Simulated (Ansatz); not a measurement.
C₂H₄F₂O, SMILES `COC(F)F` at its PBE0-D4/def2-TZVP geometry, where that method's forces vanish. The species carries charge 0 and has multiplicity 1.

```xyz
9

C    -0.3018    1.0316   -0.5198
O     0.6157    0.3737    0.3358
C     0.3196   -0.9235    0.5610
F     0.5244   -1.6749   -0.5545
F     1.1558   -1.3701    1.5026
H    -1.3260    0.9410   -0.1399
H    -0.0156    2.0809   -0.5297
H    -0.2531    0.6296   -1.5346
H    -0.7191   -1.0884    0.8791
```

Question: What forces (eV/Å) does r2SCAN-D4/def2-TZVPP give on these atoms in the Gaussian-basis code of Ansatz? (Estimate.)

Answer: Computed: 
```
C1  -0.214  0.160 -0.209
O2   0.316  0.150  0.172
C3  -0.388  0.054  0.130
F4   0.069 -0.217 -0.343
F5   0.241 -0.102  0.235
H6   0.007 -0.007  0.001
H7  -0.003 -0.029  0.002
H8   0.002 -0.005  0.006
H9  -0.030 -0.004  0.005
```
